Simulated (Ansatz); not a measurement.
Frontier orbitals of C₂H₄F₂, SMILES `FCCF`.

```xyz
8

F     0.473    0.786    1.499
C     0.436    0.596    0.134
C    -0.371   -0.617   -0.214
F    -1.713   -0.394    0.007
H     0.003    1.490   -0.324
H     1.463    0.465   -0.223
H    -0.231   -0.855   -1.274
H    -0.062   -1.471    0.395
```

Total charge 0; spin multiplicity 1. The geometry is a stationary point of PBE0-D4/def2-TZVP. It is one conformer, not always the lowest. Basis def2-TZVPP, the Gaussian-basis code of Ansatz.

Wavefunction ionisation energies are left out: the UHF cation lies over 0.3 eV above the hybrids' and is likely on a second state.

Orbital energies of one run (eV). Highest occupied ones, from the top: -7.75, -8.19, -8.20, -9.32, -11.17, -11.40, -12.20, -12.90, -12.92, -15.82, -19.19, -29.84, -30.13, -271.13. Empty: 0.59, 1.03, 1.26, 2.01, 2.13, 2.33.

**Question.** Which functional gave them?
A. r2SCAN0
B. PBE
C. ωB97X-V
D. ωB97M-V

**Answer.** B. HOMO energies: PBE -7.75, ωB97X-V -12.05, r2SCAN0 -9.82, ωB97M-V -11.98 eV.
